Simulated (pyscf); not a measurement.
**Four-centre exchange: `[PH3]` + `[GaH]` [singlet] → `[PH2][Ga]` [singlet] + `[H][H]`**

Gas phase, singlet surface, charge 0. Bonds broken: P1–H2, Ga5–H6. Bonds formed: P1–Ga5, H2–H6. Structures and frequencies: ωB97X-D3(BJ)/def2-SVP in PySCF.

Transition state (Å):

```xyz
6

P     -1.0698    -1.0365    -0.5887
H     -0.5870     0.2736     0.4436
H     -1.1259    -1.6038     0.7193
H     -2.4728    -0.7993    -0.6695
Ga    -0.6717     1.5785    -0.9386
H     -0.1816     1.2816     0.7769
```

One imaginary mode, 1288i cm⁻¹; descent along it reached the two sides named, in the forms told below.

```tsv
bond	change	reactant side (Å)	saddle	product side
P1–H2	breaks	1.419	1.736	3.1
Ga5–H6	breaks	1.695	1.809	2.8
P1–Ga5	forms	2.9	2.7	2.416
H2–H6	forms	3.3	1.136	0.763
```

Electronic energies relative to the separated reactants (kJ/mol):

| level | barrier | reaction energy | reverse barrier |
|---|---|---|---|
| ωB97X-D3(BJ)/def2-TZVP | 44.9 | -64.6 | 109.5 |
| PBE/def2-TZVP | 14.4 | -56.8 | 71.2 |
| r²SCAN/def2-TZVP | 19.7 | -55.8 | 75.5 |
| B3LYP-D3(BJ)/def2-TZVP | 44.3 | -49.7 | 94.0 |
| PBE0-D3(BJ)/def2-TZVP | 27.0 | -53.5 | 80.4 |
| M06-2X/def2-TZVP | 55.2 | -53.7 | 109.0 |
| ωB97M-D3(BJ)/def2-TZVP | 59.4 | -40.7 | 100.1 |
| HF/def2-TZVP | 142.7 | -13.5 | 156.1 |

With ωB97M-D3(BJ)/def2-TZVP energies and thermal terms (ideal gas, 1 atm, RRHO with modes under 100 cm⁻¹ raised to 100, one conformer, R ln 2 for chiral ones without a mode under 150 cm⁻¹), in kJ/mol:

```tsv
T (K)	ΔH‡	ΔG‡	ΔH	ΔG
298	56.3	90.3	-43.5	-42.3
600	56.8	124.8	-39.3	-42.9
900	58.6	158.3	-37.1	-45.2
1200	60.5	191.3	-36.3	-48.1
```

On the reactant side the descent ends in a bound adduct (not fully relaxed), 40.6 kJ/mol under the separated species and 85.5 kJ/mol under the saddle at ωB97X-D3(BJ)/def2-TZVP. This is the saddle that the search found; another between the same sides may lie lower. Elements up to Kr have no core potential and no relativistic terms here.
